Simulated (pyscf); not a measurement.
Elementary routes open to Ga–AsH₂ (SMILES [Ga][AsH2]) [singlet] + H₂O (SMILES O) in the gas phase (singlet surface):
A. HO–GaH–AsH₂ (SMILES [OH][GaH][AsH2]) (H–O broken; Ga–O, Ga–H formed)
B. HO–Ga (SMILES [OH][Ga]) [singlet] + AsH₃ (SMILES [AsH3]) (As–Ga, H–O broken; Ga–O, As–H formed)

Single points on ωB97X-D3(BJ)/def2-SVP structures (PySCF, gas phase). Correlated levels are frozen-core, on RHF or UHF. ΔMP2 is the change of the MP2 total energy from the triple- to the quadruple-zeta basis.

Question: Rank the routes by free-energy barrier at 298 K, lowest first, for CCSD(T)/def2-TZVPP + ΔMP2(QZVPP) energies (ideal gas, 1 atm, RRHO with modes under 100 cm⁻¹ raised to 100, one conformer, R ln 2 for chiral ones without a mode under 150 cm⁻¹).

Answer: B (16.2 kcal/mol), A (38.8 kcal/mol)

Route B is the fastest of these, ahead of the next by 22.6 kcal/mol. The most stable products are those of A (ΔG = -18.3 kcal/mol), whose barrier is 22.6 kcal/mol higher: the kinetic and the thermodynamic product differ. At 1200 K B is still the fastest. A: On the reactant side the descent ends in a bound adduct (not fully relaxed), 10.0 kcal/mol under the separated species and 42.9 kcal/mol under the saddle at ωB97X-D3(BJ)/def2-TZVP. B: On the reactant side the descent ends in a bound adduct, 10.0 kcal/mol under the separated species and 19.0 kcal/mol under the saddle at ωB97X-D3(BJ)/def2-TZVP. Only these routes are compared; each barrier is that of the saddle found, and lower ones may exist. The CCSD(T) − MP2 part came from Ansatz, without density fitting, on the same reference. The frozen core leaves the outer d or s,p core shells of the metals and heavy elements correlated in the MP2 and CC values, and def2-TZVPP describes them poorly, which can shift differences by a few kcal/mol. Elements up to Kr have no core potential and no relativistic terms here.
